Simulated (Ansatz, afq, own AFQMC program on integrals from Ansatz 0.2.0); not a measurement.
Where AFQMC and coupled cluster stand for As, sextet

A free As atom.

Basis 6-31G. Noble-gas cores (and the filled d shells of Ga–Kr and In–Xe) are frozen. AFQMC by an in-house program on the Cholesky factors that Ansatz 0.2.0 writes for its CCSD(T) run. ph-AFQMC/CISD is guided by a CISD state made of CCSD amplitudes; releasing the constraint for a short imaginary time cuts its bias at the price of noise, slowly where states lie close. Free projection: walkers drawn from exp(T), propagated without any constraint. Its projection time is finite, and what remains of the start isn't in its error. Uncertainties: one standard error, sampling alone. No spin–orbit coupling.

Determinant: UHF, the one that the program's search chose, which needn't be the lowest solution.

Full CI on the same integrals is exact in this basis and with this determinant's frozen core.

Cautions: no relativity below Rb; no spin-orbit coupling; inner d shell frozen; another spin lies lower (by 14.00 eV); the ph-AFQMC/HF walk drifts between its halves (2.8 errors); the ph-AFQMC/CISD walk drifts between its halves (2.4 errors).

```
T1 diagnostic                               : 0.0014
weight of the determinant in the CISD state : 0.998
⟨S²⟩ of the determinant                     : 8.750
size of the correlated space                : 5 electrons in 15 orbitals
```

Reference: full CI, correlation energy -0.124 eV. The released energy is read at 2.40 1/Eh (meV from the phaseless value at times in 1/Eh: 0.02 ± 0.03 at 0.24, 0.00 ± 0.03 at 0.51, 0.01 ± 0.03 at 0.99, 0.03 ± 0.02 at 1.62, 0.01 ± 0.03 at 2.40).

```
         level  E − E(reference) (mEh)  share of correlation (%)
            HF                    4.56                      0.00
           MP2                    0.89                     80.47
          CCSD                    0.02                     99.66
       CCSD(T)                    0.00                     99.92
   ph-AFQMC/HF             0.01 ± 0.04                     99.87
 ph-AFQMC/CISD            0.00 ± 0.001                    100.04
released AFQMC            0.00 ± 0.001                    100.03
    free AFQMC            0.00 ± 0.001                    100.00
```

Free projections are given only where their last times agree within the noise and don't stop above the reference; a slow remainder of the start can still hide under it. A walk keeps the symmetry of its determinant, which the program's search chose and which needn't be the lowest solution, so a lower state of the same spin and another symmetry isn't excluded. Released energies are given only where the last usable release times agree within the noise; a slower fall can still hide under it.
